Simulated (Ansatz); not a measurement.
# C₂+ (sextet): the correlation ladder, def2-TZVPP

The task here is to estimate one member of a computed series from the others.

Program: Ansatz 0.2.0, Gaussian basis. Level of theory: def2-TZVPP, core rule «outside noble gas», up to 2 orbitals frozen. These are calculated values, not measurements.

To be run: UHF; ROHF; CCSD(T) on UHF.

## What is computed

The geometry is a PBE0/def2-TZVP stationary point (not a proven minimum) of the parent state, kept for this charge and spin.

2 atoms, charge 1, spin multiplicity 6.

Atoms are counted from 1 here; the program's logs count them from 0.

Bond lengths: C1–C2 1.402 Å.

The first run:

Input file in.yaml:

```yaml
crystal:
  periodic: [false, false, false]
  atoms:
    - {symbol: C, position_ang: [0.000000, 0.000000, 0.000000]}
    - {symbol: C, position_ang: [0.000000, 0.000000, 1.401600]}
basis:
  gaussian: {orbitals: def2-TZVPP}
total_charge: 1
magnetization: {spin_polarized: true, initial_magnetization: 5}
hamiltonian: {xc: hf}
output: {orbitals: {seedname: orbitals}}
```

On the command line:

```sh
$ ansatz run in.yaml --threads 1 --pin off --events-out ev --progress --plain --max-ram 4096MiB --backend cpu
```

Among the steps run: UHF; ROHF; CCSD(T) on UHF.

One of the session's tables, all rows but one given; the rest of the session is left out.

| method | from UCCSD(T) (meV) |
| --- | --- |
| ROHF | +3715.1 |
| UHF | ? |
| UMP2 | +674.1 |
| UCCSD | +114.0 |
| UCCSD(T) | 0 |

Estimate the missing values for UHF.

The run gave: from UCCSD(T) (meV): +3675.3. In the column «from UCCSD(T) (meV)» it lies between UMP2 (+674.1) and ROHF (+3715.1).
